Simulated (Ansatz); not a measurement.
The cluster P₄⁻ (the lowest doublet isomer of a short search). Total charge -1; doublet. Geometry B3LYP-D4/def2-TZVPD, basis def2-TZVPD, Ansatz.

```xyz
4

P     1.2594    0.0382   -0.1483
P    -0.4713    0.4642    1.0826
P    -0.2848   -1.5340    0.1304
P    -0.5033    1.0316   -1.0647
```

```csv
run,HOMO (eV),LUMO (eV)
A,-1.04,3.43
B,0.78,2.07
C,0.94,1.50
D,-0.74,3.32
E,0.92,1.84
F,0.06,2.56
```

The structure comes from a short search, and lower isomers may exist.

HOMO and LUMO are taken over both spins.

Question: The runs used B97M-V, BHLYP, CAM-B3LYP, LDA (SPW92), PBE0, r2SCAN. Estimate which is which.

Answer: A CAM-B3LYP (range-separated); B r2SCAN (0 % exact exchange); C LDA (SPW92) (0 % exact exchange); D BHLYP (50 % exact exchange); E B97M-V (0 % exact exchange); F PBE0 (25 % exact exchange). Exact exchange lowers occupied and raises empty levels; among semilocal functionals meta-GGAs tend to open the gap a little, and such runs are hard to tell apart. The gap grows from 0.56 eV (LDA (SPW92)) to 4.47 eV (CAM-B3LYP). At r2SCAN-D4/def2-TZVPD, LDA (SPW92)/def2-TZVPD, B97M-V/def2-TZVPD, PBE0-D4/def2-TZVPD the highest occupied level of the charge -1 doublet lies above zero (up to 0.94 eV). By energy differences its removal costs 1.41 eV (vertical, to the charge 0 singlet, at CCSD(T)/def2-TZVPPD).
